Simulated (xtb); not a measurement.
Input for xtb: GFN2-xTB on CH5N (SMILES CN).

```
$ xtb mol.xyz --gfn 2 --sp --chrg 0 --uhf 0
7

N      1.62014314    -0.71241674    -0.47750517
H      1.91641214    -0.43787874    -1.40549117
H      2.24369314    -1.46010674    -0.20231017
C      1.78037314     0.42279426     0.43616983
H      1.51018314     0.10809826     1.44182283
H      2.78778314     0.84457026     0.47314183
H      1.08783314     1.20856926     0.14351283
```

Output:

```
[...]
           -------------------------------------------------
          |                Calculation Setup                |
           -------------------------------------------------



           -------------------------------------------------
          |                 G F N 2 - x T B                 |
           -------------------------------------------------

        Reference                      10.1021/acs.jctc.8b01176
      * Hamiltonian:
        H0-scaling (s, p, d)           1.850000    2.230000    2.230000
        zeta-weighting                 0.500000
      * Dispersion:
        s8                             2.700000
        a1                             0.520000
        a2                             5.000000
        s9                             5.000000
      * Repulsion:
        kExp                           1.500000    1.000000
        rExp                           1.000000
      * Coulomb:
        alpha                          2.000000
        third order                    shell-resolved
        anisotropic                    true
        a3                             3.000000
        a5                             4.000000
        cn-shift                       1.200000
        cn-exp                         4.000000
        max-rad                        5.000000


          ...................................................
          :                      SETUP                      :
          :.................................................:
          :  # basis functions                  13          :
          :  # atomic orbitals                  13          :
          :  # shells                            9          :
          :  # electrons                        14          :
          :  max. iterations                   250          :
          :  Hamiltonian                  GFN2-xTB          :
          :  restarted?                      false          :
          :  GBSA solvation                  false          :
          :  PC potential                    false          :
          :  electronic temp.          300.0000000     K    :
          :  accuracy                    1.0000000          :
          :  -> integral cutoff          0.2500000E+02      :
          :  -> integral neglect         0.1000000E-07      :
          :  -> SCF convergence          0.1000000E-05 Eh   :
          :  -> wf. convergence          0.1000000E-03 e    :
          :  Broyden damping             0.4000000          :
          :  net charge                          0          :
          :  unpaired electrons                  0          :
          ...................................................

 iter      E             dE          RMSdq      gap      omega  full diag
   1     -7.6707698 -0.767077E+01  0.310E+00   11.34       0.0  T
   2     -7.6846156 -0.138458E-01  0.161E+00   11.59       1.0  T
   3     -7.6852158 -0.600206E-03  0.686E-01   11.62       1.0  T
   4     -7.6852696 -0.538055E-04  0.772E-02   11.57       1.0  T
   5     -7.6852703 -0.746836E-06  0.294E-02   11.57       1.3  T
   6     -7.6852705 -0.130634E-06  0.332E-03   11.57      11.4  T
   7     -7.6852705 -0.434264E-08  0.764E-04   11.57      49.5  T
   8     -7.6852705 -0.104369E-08  0.213E-04   11.57     177.2  T

   *** convergence criteria satisfied after 8 iterations ***

         #    Occupation            Energy/Eh            Energy/eV
      -------------------------------------------------------------
         1        2.0000           -0.6202858             -16.8788
         2        2.0000           -0.5753627             -15.6564
         3        2.0000           -0.5215328             -14.1916
         4        2.0000           -0.5073375             -13.8054
         5        2.0000           -0.4801519             -13.0656
         6        2.0000           -0.4473058             -12.1718
         7        2.0000           -0.3687889             -10.0353 (HOMO)
         8                          0.0562323               1.5302 (LUMO)
         9                          0.1297797               3.5315
        10                          0.1631129               4.4385
        11                          0.1833316               4.9887
        12                          0.2325481               6.3280
        13                          0.2611937               7.1074
      -------------------------------------------------------------
                  HL-Gap            0.4250212 Eh           11.5654 eV
             Fermi-level           -0.1562783 Eh           -4.2525 eV

 SCC (total)                   0 d,  0 h,  0 min,  0.003 sec
 SCC setup                      ...        0 min,  0.000 sec (  3.235%)
 Dispersion                     ...        0 min,  0.000 sec (  1.355%)
 classical contributions        ...        0 min,  0.000 sec (  0.669%)
 integral evaluation            ...        0 min,  0.000 sec ( 10.452%)
 iterations                     ...        0 min,  0.001 sec ( 54.338%)
 molecular gradient             ...        0 min,  0.001 sec ( 24.662%)
 printout                       ...        0 min,  0.000 sec (  4.861%)

         :::::::::::::::::::::::::::::::::::::::::::::::::::::
         ::                     SUMMARY                     ::
         :::::::::::::::::::::::::::::::::::::::::::::::::::::
         :: total energy              -7.586866303050 Eh    ::
         :: gradient norm              0.013967461632 Eh/a0 ::
         :: HOMO-LUMO gap             11.565414871232 eV    ::
         ::.................................................::
         :: SCC energy                -7.685270410036 Eh    ::
         :: -> isotropic ES            0.011153461339 Eh    ::
         :: -> anisotropic ES          0.003392187190 Eh    ::
         :: -> anisotropic XC          0.007922707965 Eh    ::
         :: -> dispersion             -0.001620058222 Eh    ::
         :: repulsion energy           0.098404106986 Eh    ::
         :: add. restraining           0.000000000000 Eh    ::
         :: total charge               0.000000000000 e     ::
         :::::::::::::::::::::::::::::::::::::::::::::::::::::

           -------------------------------------------------
          |                Property Printout                |
           -------------------------------------------------

    * Orbital Energies and Occupations

         #    Occupation            Energy/Eh            Energy/eV
      -------------------------------------------------------------
         1        2.0000           -0.6202858             -16.8788
         2        2.0000           -0.5753627             -15.6564
         3        2.0000           -0.5215328             -14.1916
         4        2.0000           -0.5073375             -13.8054
         5        2.0000           -0.4801519             -13.0656
         6        2.0000           -0.4473058             -12.1718
         7        2.0000           -0.3687889             -10.0353 (HOMO)
         8                          0.0562323               1.5302 (LUMO)
         9                          0.1297797               3.5315
        10                          0.1631129               4.4385
        11                          0.1833316               4.9887
        12                          0.2325481               6.3280
        13                          0.2611937               7.1074
      -------------------------------------------------------------
                  HL-Gap            0.4250212 Eh           11.5654 eV
             Fermi-level           -0.1562783 Eh           -4.2525 eV

     #   Z          covCN         q      C6AA      α(0)
     1   7 N        2.627    -0.339    28.724     7.960
     2   1 H        0.860     0.136     1.500     1.918
     3   1 H        0.860     0.136     1.501     1.919
Note: The following floating-point exceptions are signalling: IEEE_DENORMAL
normal termination of xtb
     4   6 C        3.680    -0.022    21.187     6.592
     5   1 H        0.925     0.038     2.471     2.458
     6   1 H        0.924     0.011     2.872     2.650
     7   1 H        0.925     0.039     2.457     2.451

 Mol. C6AA /au·bohr⁶  :        296.461144
 Mol. C8AA /au·bohr⁸  :       5645.792537
 Mol. α(0) /au        :         25.949100


Wiberg/Mayer (AO) data.
largest (>0.10) Wiberg bond orders for each atom

 ---------------------------------------------------------------------------
     #   Z sym  total        # sym  WBO       # sym  WBO       # sym  WBO
 ---------------------------------------------------------------------------
     1   7 N    2.995 --     4 C    1.032     3 H    0.970     2 H    0.970
     2   1 H    0.981 --     1 N    0.970
     3   1 H    0.982 --     1 N    0.970
     4   6 C    3.986 --     1 N    1.032     5 H    0.987     7 H    0.986
                             6 H    0.981
     5   1 H    0.999 --     4 C    0.987
     6   1 H    1.000 --     4 C    0.981
     7   1 H    0.998 --     4 C    0.986
 ---------------------------------------------------------------------------

Topologies differ in total number of bonds
Writing topology from bond orders to xtbtopo.mol

molecular dipole:
                 x           y           z       tot (Debye)
 q only:        0.207       0.066      -0.001
   full:        0.588       0.152      -0.031       1.546
molecular quadrupole (traceless):
                xx          xy          yy          xz          yz          zz
 q only:        0.729      -0.540      -0.552      -0.423       0.117      -0.177
  q+dip:        3.363      -1.150      -2.244      -1.163      -0.589      -1.119
   full:        2.975      -1.223      -2.015      -1.138      -0.330      -0.959


           -------------------------------------------------
          | TOTAL ENERGY               -7.586866303050 Eh   |
          | GRADIENT NORM               0.013967461632 Eh/α |
          | HOMO-LUMO GAP              11.565414871232 eV   |
           -------------------------------------------------

------------------------------------------------------------------------
------------------------------------------------------------------------
 total:
 SCF:
```

The run finished.

Cost: very roughly 0.04 core-seconds.
